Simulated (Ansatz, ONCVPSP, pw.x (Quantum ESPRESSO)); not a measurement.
# Equation-of-state test of one ONCV potential (hydrogen)

```json
{
  "Element": "H (Z = 1)",
  "Generator": "ONCVPSP 4.0.1.1 (patched build)",
  "Type": "optimised norm-conserving Vanderbilt (ONCV)",
  "Functional": "LDA (Perdew-Wang 92)",
  "Relativity": "scalar-relativistic",
  "Frozen core": "none",
  "Valence charge": "1",
  "Reference configuration": "1s1",
  "Partial waves": "1s: rc 1.55 bohr, ncon 3, nbas 8, qcut 6.2 1/bohr, 3 projectors, debl 0.7 Ha; p scattering state at 0.11 Ha: rc 1.40 bohr, ncon 3, nbas 7, qcut 5.2 1/bohr, 2 projectors, debl 1.9 Ha",
  "Local potential": "polynomial inside 1.00 bohr (lpopt 2, dvloc0 2 Ha)",
  "Core correction": "none"
}
```

Atomic tests: cutoffs needed: 10 Ha and 14 Ha (the cutoffs (Ha) at which the residual kinetic energy of the hardest occupied pseudo-wave falls to 1 and 0.1 mHa per electron); ghost test: no bound ghost flagged; no localised positive-energy state flagged.

Crystal test: fcc H in pw.x 7.5, no spin, 18³ k-points, Fermi–Dirac smearing 0.01 Ry, cutoffs 35/140 Ry. The reference is all-electron LAPW (Ansatz 0.2.0) with the same functional, mesh and smearing; V0 and B0 come from Birch–Murnaghan fits to the pressures at five volumes. Errors are pseudo minus all-electron; Δ is the rms difference of the E(V) curves that follow from these fits, minima aligned, over ±6 % about the mean V0. Mesh and smearing are coarse, so the numbers serve the comparison and aren't converged zero-temperature values; the lattice is a test structure that the element need not adopt.

| V (Å³/atom) | P all-electron (GPa) | P pseudo (GPa) |
| --- | --- | --- |
| 2.769 | 6.24 | 6.74 |
| 2.842 | 2.89 | 3.34 |
| 2.915 | -0.13 | 0.29 |
| 2.988 | -2.84 | -2.46 |
| 3.061 | -5.28 | -4.93 |

All-electron: a0 = 2.267 Å (V0 = 2.91 Å³/atom), B0 = 114.7 GPa.

Pseudopotential: mean pressure error (GPa): +0.42; a0 (Å): 2.269; a0 error (%): +0.12; B0 error (%): +0.1; Δ (meV/atom): 0.3.

Problem. At the middle volume, how do free energy and pressure move when the wave cutoff is lowered (ecutrho kept at four times it)?

Solution.

| cutoff (Ry) | shift of F (meV/atom) | shift of P (GPa) |
| --- | --- | --- |
| 16 | +78.6 | -10.45 |
| 21 | +24.8 | -4.65 |
| 28 | +2.1 | -0.75 |

The run at the middle volume (195 k-points, 3 iterations) took about 0.7 s on one core of a shared host (Neoverse-V1, 32 threads, 247 GiB, load 10).
